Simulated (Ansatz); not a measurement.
# CH₅ radical (built from SMILES C.[H]): molecular dynamics

Aim: follow the atoms for 30 steps of 0.5 fs at constant energy, with velocities drawn for 300 K, and see to which side of the barrier the system falls.

Computed with Ansatz 0.2.0, Gaussian basis. Level: PBE0-D4/def2-SVP, unrestricted.

## (1) Starting geometry

The start, a first-order saddle point found at PBE0-D4 in triple zeta: 6 atoms, charge 0, spin multiplicity 2.

Atoms are counted from 1 here; the program's logs count them from 0.

Bond lengths: C2–H4 1.085 Å, C2–H5 1.085 Å, C2–H6 1.085 Å. Angles: H4–C2–H5 115.7°, H4–C2–H6 115.7°, H5–C2–H6 115.7°.

Geometry (Å):

```
atom    x (Å)    y (Å)    z (Å)
  H1   0.7732   0.0520  -0.5186
  C2  -0.4270  -0.0287   0.2865
  H3   1.4994   0.1008  -1.0057
  H4  -0.6355   1.0163   0.4884
  H5  -1.1181  -0.5256  -0.3857
  H6  -0.0919  -0.6148   1.1353
```

## (2) The run

md/in.yaml

```yaml
crystal:
  periodic: [false, false, false]
  atoms:
    - {symbol: H, position_ang: [0.773184, 0.051995, -0.518583]}
    - {symbol: C, position_ang: [-0.427047, -0.028703, 0.286471]}
    - {symbol: H, position_ang: [1.499437, 0.100847, -1.005724]}
    - {symbol: H, position_ang: [-0.635458, 1.016309, 0.488372]}
    - {symbol: H, position_ang: [-1.118094, -0.525573, -0.385704]}
    - {symbol: H, position_ang: [-0.091921, -0.614776, 1.135268]}
basis:
  gaussian: {orbitals: def2-SVP}
magnetization: {spin_polarized: true, initial_magnetization: 1}
hamiltonian: {xc: pbe0, dispersion: d4}
md: {n_steps: 30, timestep: 0.5, temperature: 300, ensemble: nve, seed: 720, initial_velocities: maxwell_boltzmann}
```

Launch:

```console
ansatz run in.yaml --threads 2 --pin off --events-out ev --progress --plain --max-ram 4352MiB
```

What does the calculation give? Wanted: temperature at the start; mean temperature, second half; lowest and highest potential energy, from the first frame; largest change of potential + kinetic; bonds lost by distance; bonds made by distance.

As calculated:

| quantity | value |
| --- | --- |
| length | 30 steps, 15.0 fs |
| temperature at the start | 300 K |
| mean temperature, second half | 685 K |
| lowest and highest potential energy, from the first frame | -344 and 40 meV |
| largest change of potential + kinetic | 2.9 meV |
| bonds lost by distance | H1–H3 |
| bonds made by distance | H1–C2 |

**Reading.** By the last frame it has moved back towards the start side of the step. The system runs downhill by 0.34 eV, and that energy turns into motion. With no thermostat the total energy should stay fixed; it holds within 2.9 meV, small beside the kinetic energy, so the time step serves. The temperature runs between 224 and 960 K.
